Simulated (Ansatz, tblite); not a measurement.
**The cluster Ta2S2+: a ladder of methods and basis sets**

Aim: run the doublet of the cluster Ta2S2+ at one geometry on many levels, and compare frontier levels, spin and run time.

Computed with Ansatz 0.2.0, Gaussian basis. Level: as each input shows.

The runs, in order: GFN1-xTB, GFN2-xTB, PBE-D4/def2-TZVP, r2SCAN-D4/def2-TZVP, BLYP-D4/def2-TZVP, B97M-V/def2-TZVP, BHLYP-D4/def2-TZVP, HSE06-D4/def2-TZVP, HF/def2-TZVP, PBE-D4/def2-SVP, PBE0-D4/def2-SVP, CCSD(T)/def2-SVP, MP2/def2-TZVP, RPA/def2-TZVP.

### 1 The relaxed structure

The geometry is that of the doublet, from an earlier relaxation (r2SCAN-D4/def2-SVP). At that level it is the lowest of the isomers that a small search found.

4 atoms, charge 1, spin multiplicity 2.

Bond lengths: Ta1–S3 2.350 Å, Ta1–S4 2.349 Å, Ta2–S3 2.349 Å, Ta2–S4 2.350 Å. Angles: S3–Ta1–S4 92.7°, S3–Ta2–S4 92.7°, Ta1–S3–Ta2 59.4°, Ta1–S4–Ta2 59.4°.

Ta takes a core potential in the def2 sets. No spin-orbit coupling is included. The ion is computed in the gas phase, without counter-ions or solvent.

PBE0-D4/def2-TZVP was run before; its log isn't repeated, and its numbers join the tables.

### 2 GFN1-xTB

Tight binding, by tblite at 300 K electronic temperature and without a spin-polarisation term:

```python
tblite.interface.Calculator('GFN1-xTB', numbers, positions, charge=1, uhf=1).singlepoint()
```

Energy -297.4825 eV; 0.004 s.

### 3 GFN2-xTB

Tight binding, by tblite at 300 K electronic temperature and without a spin-polarisation term:

```python
tblite.interface.Calculator('GFN2-xTB', numbers, positions, charge=1, uhf=1).singlepoint()
```

Energy -267.9081 eV; 0.004 s.

### 4 PBE-D4/def2-TZVP

start.molden holds the orbitals of an earlier run on this state, given as this run's starting guess.

in.yaml

```yaml
crystal:
  periodic: [false, false, false]
  atoms:
    - {symbol: Ta, position_ang: [-0.074153, -0.611468, -1.137398]}
    - {symbol: Ta, position_ang: [1.034712, 0.554323, 0.543233]}
    - {symbol: S, position_ang: [-0.865638, 1.497056, -0.466588]}
    - {symbol: S, position_ang: [-0.094910, -1.439911, 1.060743]}
basis:
  gaussian: {orbitals: def2-TZVP, initial_orbitals: start.molden}
total_charge: 1
magnetization: {spin_polarized: true, initial_magnetization: 1}
hamiltonian: {xc: pbe, dispersion: d4}
scf: {omitted_lower_state_checks: [starts]}
output: {forces: true, orbitals: {seedname: orbitals}}
```

On the command line:

```
$ ansatz run in.yaml --threads 4 --pin off --events-out ev --progress --plain --max-ram 3916MiB
```

The runs that follow: r2SCAN-D4/def2-TZVP; BLYP-D4/def2-TZVP; B97M-V/def2-TZVP; BHLYP-D4/def2-TZVP; HSE06-D4/def2-TZVP; HF/def2-TZVP; PBE-D4/def2-SVP; PBE0-D4/def2-SVP; CCSD(T)/def2-SVP; MP2/def2-TZVP; RPA/def2-TZVP.

**Question.** What will the summary of the whole plan be? Wanted: gap in def2-TZVP, named functionals and Hartree-Fock, smallest and largest; correlation energy, CCSD(T)/def2-SVP; correlation energy, MP2/def2-TZVP; ⟨S²⟩ in def2-TZVP, named functionals and Hartree-Fock, smallest and largest; PBE0 total energy, smallest basis above largest.

**Answer**, as computed:

| quantity | value |
| --- | --- |
| gap in def2-TZVP, named functionals and Hartree-Fock, smallest and largest | 0.51 eV (BLYP-D4), 7.96 eV (HF) |
| correlation energy, CCSD(T)/def2-SVP | -23.04 eV |
| correlation energy, MP2/def2-TZVP | -26.83 eV |
| ⟨S²⟩ in def2-TZVP, named functionals and Hartree-Fock, smallest and largest | 0.753, 1.672 |
| PBE0 total energy, smallest basis above largest | 8.19 eV (def2-SVP, def2-TZVP) |

What this shows: Orbital gaps of the named functionals and Hartree-Fock in def2-TZVP span 0.51 eV (BLYP-D4) to 7.96 eV (HF); exact exchange widens it. Over the named functionals and Hartree-Fock in def2-TZVP spin contamination reaches 0.92 (HF), so some levels may describe another state. Notes on CCSD(T)/def2-SVP: large T1 diagnostic, spin contamination.
